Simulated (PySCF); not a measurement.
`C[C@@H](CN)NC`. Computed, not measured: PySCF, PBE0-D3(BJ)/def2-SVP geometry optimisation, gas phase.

```
atom  x, y, z in Å
C1     2.0791   -0.1690    0.7805
N2     0.9428   -0.4088   -0.0742
C3    -0.2400    0.3965    0.1896
C4    -0.1119    1.8545   -0.2422
C5    -1.4408   -0.2836   -0.4597
N6    -1.6086   -1.6056    0.0957
H7     2.4692    0.8709    0.7727
H8     1.8147   -0.4097    1.8228
H9     2.9078   -0.8346    0.4947
H10    1.2057   -0.3153   -1.0540
H11   -0.4072    0.3550    1.2805
H12    0.7652    2.3350    0.2169
H13   -0.0024    1.9280   -1.3375
H14   -0.9990    2.4395    0.0453
H15   -2.3419    0.3245   -0.2670
H16   -1.2834   -0.2574   -1.5638
H17   -0.6980   -2.0645    0.0568
H18   -2.2574   -2.1586   -0.4578
```

What is the longest distance between nuclei?

H7···H18, 5.75 Å; the next longest distance is 5.46 Å.

Work out the bond lengths C1–H7, C1–H8, C1–H9, N2–C3, C3–C4, C4–H13, C5–H16, N6–H17 in bohr.

For C1–H7 the difference vector is (0.3901, 1.0399, -0.0078) Å, of length 1.1107 Å. 1 bohr = 0.529177 Å. C1–H7 2.099; C1–H8 2.082; C1–H9 2.080; N2–C3 2.750; C3–C4 2.884; C4–H13 2.085; C5–H16 2.108; N6–H17 1.928 bohr.

Give the dihedral angles N2–C3–C5–H16, N2–C3–C5–H15, C1–N2–C3–C4, H10–N2–C3–C4, H15–C5–N6–H18.

N2–C3–C5–H16 -65° (synclinal); N2–C3–C5–H15 180° (antiperiplanar); C1–N2–C3–C4 73° (synclinal); H10–N2–C3–C4 -53° (synclinal); H15–C5–N6–H18 73° (synclinal). Dihedral signs follow IUPAC: positive where, seen along the central bond, the front bond turns clockwise onto the rear one.

What are the angles C4–C3–H11, C4–C3–C5, H12–C4–H14, C3–C4–H12, C3–C5–H16, C3–C5–N6, C5–N6–H18?

From the scalar product of the two bond vectors; for C4–C3–H11 it is -0.5530 Å² over 1.5260 × 1.1044 Å², cos θ = -0.3281. C4–C3–H11 109.2°; C4–C3–C5 111.8°; H12–C4–H14 107.5°; C3–C4–H12 111.5°; C3–C5–H16 107.4°; C3–C5–N6 109.6°; C5–N6–H18 111.3°.

What is the repulsion energy of the bare nuclei, Σ ZA·ZB/RAB?

263.90 Eh over 153 pairs, with full nuclear charges and distances in bohr; the largest single term is 15.41 Eh (C1 with N2, or a pair equal to it).

Write the matrix of distances between heavy atoms (Å, lower triangle).

```
C1    0.000
N2    1.442  0.000
C3    2.459  1.455  0.000
C4    3.153  2.503  1.526  0.000
C5    3.734  2.418  1.525  2.527  0.000
N6    4.016  2.823  2.427  3.785  1.444  0.000
```

No PBE0-D3(BJ)/def2-SVP frequencies stand behind this structure, so it isn't proved a minimum. One conformer, not necessarily the lowest.
